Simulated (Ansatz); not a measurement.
Potential energy curve for SMILES CO (CH4O). The C1–O5 bond (C1 also carries H, H, H; O5 carries H) is varied alone, starting from the PBE0/def2-TZVP optimised geometry.

Level of theory: restricted PBE/cc-pVDZ (Ansatz, a quantum-chemistry and plane-wave program).

The batch members p0 to p7 hold the bond at 1.13, 1.20, 1.28, 1.32, 1.35, 1.41, 1.44, 1.50 Å.

Ansatz input:

Ansatz 0.2 input:
```yaml
# input.yaml
basis:
  gaussian: { orbitals: cc-pvdz }
hamiltonian:
  xc: pbe
batch:
  members: [p0.yaml, p1.yaml, p2.yaml, p3.yaml, p4.yaml, p5.yaml, p6.yaml, p7.yaml]

# p4.yaml, one of the 8 members of this batch
crystal:
  periodic: [false, false, false]
  atoms:
    - { symbol: C, position_ang: [0.0, 0.0, 0.0] }
    - { symbol: H, position_ang: [0.0, 1.04246354, -0.3195497] }
    - { symbol: H, position_ang: [0.8912372, -0.48439992, -0.41779759] }
    - { symbol: H, position_ang: [-0.89117809, -0.48440262, -0.41794303] }
    - { symbol: O, position_ang: [0.0, 0.0, 1.35] }
    - { symbol: H, position_ang: [-0.00072092, -0.90959563, 1.65439096] }
total_charge: 0
magnetization:
  spin_polarized: false
```

Lines of the output on each member:

```
Member 0: Total energy: -3142.32934313 eV, -115.4784734128 hartree
Member 1: Total energy: -3143.69410566 eV, -115.5286275104 hartree
Member 2: Total energy: -3144.56434472 eV, -115.5606082062 hartree
Member 3: Total energy: -3144.80415794 eV, -115.5694211795 hartree
Member 4: Total energy: -3144.91935321 eV, -115.5736545275 hartree
Member 5: Total energy: -3145.01891674 eV, -115.5773134198 hartree
Member 6: Total energy: -3145.01665013 eV, -115.5772301235 hartree
Member 7: Total energy: -3144.93462840 eV, -115.5742158804 hartree
```

The restricted form behind RKS-PBE keeps the bonding electrons paired and can't separate into open-shell fragments.
